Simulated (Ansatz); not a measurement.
# Si₂H₂ (triplet): the correlation ladder, cc-pVDZ

The task here is to estimate one member of a computed series from the others.

Computed with Ansatz 0.2.0, Gaussian basis. Level: cc-pVDZ, core rule «outside noble gas», up to 10 orbitals frozen.

Plan: UHF; CCSD(T) on ROHF; CCSD(T) on UHF; BCCD(T) on ROHF; CISD; CCSDT(Q) on ROHF; CCSDT(Q) on UHF; CCSDTQ on ROHF; CASSCF and MRCISD+Q, 10 electrons in 10 orbitals; CASSCF and NEVPT4(SD), 10 electrons in 10 orbitals; CASSCF and NEVPT2, 10 electrons in 10 orbitals.

4 further runs of the same task are left out: 4 set aside as unsound or not needed.

## What is computed

The geometry is a PBE0/def2-TZVP stationary point (not a proven minimum) of the parent state, kept for this charge and spin.

4 atoms, charge 0, spin multiplicity 3.

Atoms are counted from 1 here; the program's logs count them from 0.

Bond lengths: Si1–Si2 2.101 Å, Si1–H3 1.493 Å, Si1–H4 1.638 Å, Si2–H4 1.718 Å. Angles: Si2–Si1–H3 160.7°, Si2–Si1–H4 53.0°, H3–Si1–H4 107.8°, Si1–Si2–H4 49.5°, Si1–H4–Si2 77.5°.

The first run:

in.yaml reads:

```yaml
crystal:
  periodic: [false, false, false]
  atoms:
    - {symbol: Si, position_ang: [0.000000, 0.064094, 1.005387]}
    - {symbol: Si, position_ang: [0.000000, -0.004642, -1.094839]}
    - {symbol: H, position_ang: [0.000000, -0.381837, 2.430212]}
    - {symbol: H, position_ang: [0.000000, -1.274751, 0.062301]}
basis:
  gaussian: {orbitals: cc-pVDZ}
magnetization: {spin_polarized: true, initial_magnetization: 2}
hamiltonian: {xc: hf}
output: {orbitals: {seedname: orbitals}}
```

On the command line:

```bash
ansatz run in.yaml --threads 1 --pin off --events-out ev --progress --plain --max-ram 4096MiB --backend cpu
```

Among the steps run: UHF; CCSD(T) on ROHF; CCSD(T) on UHF; BCCD(T) on ROHF; CISD; CCSDT(Q) on ROHF; CCSDT(Q) on UHF; CCSDTQ on ROHF; CASSCF and MRCISD+Q, 10 electrons in 10 orbitals; CASSCF and NEVPT4(SD), 10 electrons in 10 orbitals; CASSCF and NEVPT2, 10 electrons in 10 orbitals.

One of the session's tables, all rows but one given; the rest of the session is left out.

| method | from RCCSDTQ (meV) |
| --- | --- |
| RMP2 | +1306.7 |
| UMP2 | +1345.3 |
| CISD | +753.9 |
| RCCSD | +300.8 |
| UCCSD | +292.5 |
| RCCSD(T) | +64.0 |
| UCCSD(T) | +66.0 |
| BCCD(T) | +64.2 |
| RCCSDT | ? |
| UCCSDT | +17.3 |
| RCCSDT(Q) | +1.4 |
| UCCSDT(Q) | +0.7 |
| RCCSDTQ | 0 |
| CASSCF valence | +3839.6 |
| NEVPT2 valence | +977.5 |
| NEVPT4(SD) valence | +116.4 |
| MRCISD valence | +320.6 |
| MRCISD+Q valence | +28.9 |

**Question.** Estimate the row for RCCSDT.

The run gave: from RCCSDTQ (meV): +18.5. In the column «from RCCSDTQ (meV)» it lies between UCCSDT (+17.3) and MRCISD+Q valence (+28.9).

Some runs used a GPU and others CPU threads alone; cost is compared among the CPU runs only.

Among the levels timed on like hardware, those that no quicker one beats, quickest first: CISD (2.5 s, +753.9 meV); RCCSD(T) (8 s, +64.0 meV); UCCSDT(Q) (26 s, +0.7 meV).

Caveats from the session: Left out of the table: ROHF, UHF (another determinant or state than the rows shown). Of the multireference levels listed MRCISD+Q valence comes nearest in total energy (+28.9 meV), which doesn't show that its space is the better one. Restricted and unrestricted rows rest on different reference determinants; where their highest levels disagree by more than a few hundredths of an eV, they describe different states and don't form one ladder.
